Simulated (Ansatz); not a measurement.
A made-up structure of CH$_{3}$AlF (charge -1), closed shell:

F1  (-0.923, -2.086, -1.013)
C2  (0.150, 0.868, -0.101)
Al3  (-0.144, -0.940, 0.151)
H4  (0.234, -1.734, 1.391)
H5  (-0.115, 1.418, -0.967)
H6  (0.622, 1.415, 0.675)
(Å)

It is relaxed with PBE-D4/def2-SVPD and then PBE0-D4/def2-TZVPD (Ansatz 0.2.0). Atoms count as bonded within 1.22 times the sum of their covalent radii (H–H: 0.88 Å). The end point is not checked to be a true minimum.

**Question.** Does its bonding change? (Judge from chemistry; the calculation decides.)

**Answer.** Computed: No: no bond forms or breaks.

Where it ends: The first stage lowers the energy by 0.18 eV in 5 steps. It ends as CH₃AlF ([CH2][AlH][F]), total charge -1:
```tsv
atom	x (Å)	y (Å)	z (Å)
F1	-0.8916	-1.9987	-0.9843
C2	0.1373	0.8395	-0.1154
Al3	-0.1526	-0.9459	0.1346
H4	0.2353	-1.8240	1.4392
H5	-0.1250	1.4283	-0.9955
H6	0.6196	1.4422	0.6579
```

Labels in which every atom is bracketed show which atoms are joined, not bond orders.

For scale, one of the runs: PBE0-D4/def2-TZVPD relaxation, 147 basis functions, launched by `ansatz run in.yaml --threads 2 --pin off --events-out ev --progress --plain --max-ram 4352MiB`. Hardware: 2 CPU threads of an Arm Neoverse V2, shared host. Wall time about 16 s.
